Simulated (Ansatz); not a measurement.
# C2H6N2S: the cost of one run

Program: Ansatz 0.2.0. Level of theory: RKS PBE/def2-SVP. These are calculated values, not measurements.

## Step 1: The starting structure

Bond lengths: N1–C2 1.227 Å, C2–N3 1.348 Å, N3–C4 1.430 Å, C4–S5 1.788 Å, N1–H6 1.072 Å, C2–H7 1.106 Å, N3–H8 1.003 Å, C4–H9 1.147 Å, C4–H10 1.049 Å, S5–H11 1.346 Å. Angles: N1–C2–N3 124.1°, N1–C2–H7 122.4°, N3–C2–H7 113.4°, C2–N1–H6 112.1°, C2–N3–C4 123.8°, C2–N3–H8 118.1°, C4–N3–H8 114.2°, N3–C4–S5 110.3°, N3–C4–H9 103.2°, N3–C4–H10 112.9°, S5–C4–H9 108.7°, S5–C4–H10 113.5°, H9–C4–H10 107.7°, C4–S5–H11 92.0°.

As a file:

```xyz
11

N    -0.8293    1.7038    0.6397
C    -0.4732    0.6301    1.1143
N     0.0819   -0.3664    0.3963
C     0.1494   -0.3758   -1.0318
S     1.0357   -1.8209   -1.6013
H    -1.2698    2.3438    1.3777
H    -0.5382    0.4088    2.1955
H     0.1413   -1.2754    0.8172
H    -0.9495   -0.4723   -1.3446
H     0.5164    0.5234   -1.4283
H     2.2007   -1.3560   -1.1140
```

## Step 2: Relaxing end A

input.yaml

```yaml
crystal:
  periodic: [false, false, false]
  atoms:
    - { symbol: "N", position_ang: [-0.8293, 1.7038, 0.6397] }
    - { symbol: C, position_ang: [-0.4732, 0.6301, 1.1143] }
    - { symbol: "N", position_ang: [0.0819, -0.3664, 0.3963] }
    - { symbol: C, position_ang: [0.1494, -0.3758, -1.0318] }
    - { symbol: S, position_ang: [1.0357, -1.8209, -1.6013] }
    - { symbol: H, position_ang: [-1.2698, 2.3438, 1.3777] }
    - { symbol: H, position_ang: [-0.5382, 0.4088, 2.1955] }
    - { symbol: H, position_ang: [0.1413, -1.2754, 0.8172] }
    - { symbol: H, position_ang: [-0.9495, -0.4723, -1.3446] }
    - { symbol: H, position_ang: [0.5164, 0.5234, -1.4283] }
    - { symbol: H, position_ang: [2.2007, -1.356, -1.114] }
basis:
  gaussian: { orbitals: def2-SVP }
hamiltonian:
  xc: pbe
relax:
  f_tol: 0.02
  max_steps: 50
```

Launch:

```console
> ansatz run input.yaml --threads 2 --pin off --max-ram 3072MiB --backend cpu --events-out ev --progress --plain --runs-dir out
```

Q: Estimate wall time and peak memory on 2 threads of Arm Neoverse V1, shared host.

About 48 s, with a peak of 0.14 GiB.
